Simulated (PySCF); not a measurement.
## Beryllium: a sound run and one with changed settings

Sound run: Be [He] 2s2, Be⁺ [He] 2s1. Calculation: PySCF 2.14, in aug-cc-pVDZ; no relativity, point nucleus. In the sound run the correlated levels freeze 1s2. The sound run starts from symmetry-adapted Hartree-Fock orbitals and uses a fine grid where one is needed.

A second run was set up differently.

```csv
species,method,sound run (hartree),changed run (hartree),converged
Be,MP2,-14.59815,-14.59890,yes
Be,CCSD(T),-14.61690,-14.61749,yes
Be⁺,MP2,n/a,-14.27617,yes
Be⁺,CCSD(T),n/a,-14.27623,yes
```

Ionisation energy of Be:

| method | sound run (eV) | changed run (eV) |
| --- | --- | --- |
| UHF | 8.075 | 8.075 |
| MP2 | 8.776 | 8.782 |
| SCS-MP2 | 8.916 | 8.923 |
| CCSD | 9.286 | 9.285 |
| CCSD(T) | 9.286 | 9.286 |

Task: What was changed?
A. minimal basis
B. all electrons correlated in a valence basis
C. a valence shell is frozen
D. level shift left on

Result: B. A valence basis has no tight correlating functions, so it recovers only part of the core correlation, and not evenly between atom and ion.
